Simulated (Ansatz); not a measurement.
**How far each method lies from RCCSDT(Q) for OF2, singlet**

Geometry: a PBE0/def2-TZVP stationary point for this spin, not checked as a minimum.

```xyz
3

F     0.0000   -0.2521    1.0873
O     0.0000    0.5988    0.0000
F     0.0000   -0.2521   -1.0873
```

Basis cc-pVDZ; Ansatz 0.2.0. Only valence electrons are correlated (noble-gas cores frozen), which leaves 20 electrons in 39 orbitals. Prefix R: restricted or restricted open-shell reference. Active spaces: valence = (16e, 10o, short of the full valence) chosen from the atoms' valence shells.

Full CI isn't at hand for all of this; RCCSDT(Q) serves as the reference, and is uncertain by about the last step of the cluster series.

The UHF ⟨S²⟩ is 0.000 and the T1 diagnostic (RCCSD) is 0.0138. The largest doubles amplitude (RCCSD) is 0.072.

```
                   level  E − E(RCCSDT(Q)) (meV)  share of correlation (%)  wall time
                     RHF                   16476                      0.00          –
                    RMP2                     786                     95.23          –
                    CISD                    2081                     87.37      8.5 s
                   RCCSD                     492                     97.01          –
                RCCSD(T)                      82                     99.50        7 s
                 BCCD(T)                      81                     99.51        3 s
                  RCCSDT                      67                     99.59          –
  CASSCF (valence space)                   13094                     20.53          –
  NEVPT2 (valence space)                    1383                     91.61      4.8 s
  MRCISD (valence space)                    1162                     92.94          –
MRCISD+Q (valence space)                     179                     98.91       18 s
```

The correlation energy at RCCSDT(Q), counted from RHF, is -16.476 eV. That run took 52 s on 1 thread of Intel Xeon, shared host.

Times hold each run's SCF and search for its determinant on a shared host, so for small cases they say little of a method's own cost; they ran on 1 thread of Intel Xeon.

Natural occupations of CASSCF (valence space) about the gap: 1.997 1.995 1.994 1.921 1.919 0.094 0.084; effectively unpaired electrons, Σ n²(2−n)², 0.11.

Atomization energy (electronic, same basis, no zero-point term; atoms at the same level, unrestricted beside the R rows where the molecule is a closed shell, with restricted open-shell steps beyond CCSDT(Q)) at RCCSDT(Q): 280.2 kJ/mol. Errors of other levels:

```tsv
level	error (kJ/mol)
RHF	-479.1
RMP2	28.8
CISD	-171.7
RCCSD	-39.4
RCCSD(T)	-6.4
BCCD(T)	-6.1
RCCSDT	-5.7
```

This basis is far from its limit, so the value isn't to be set against a measured one. Truncated CI isn't size-consistent, which counts against it in atomization.
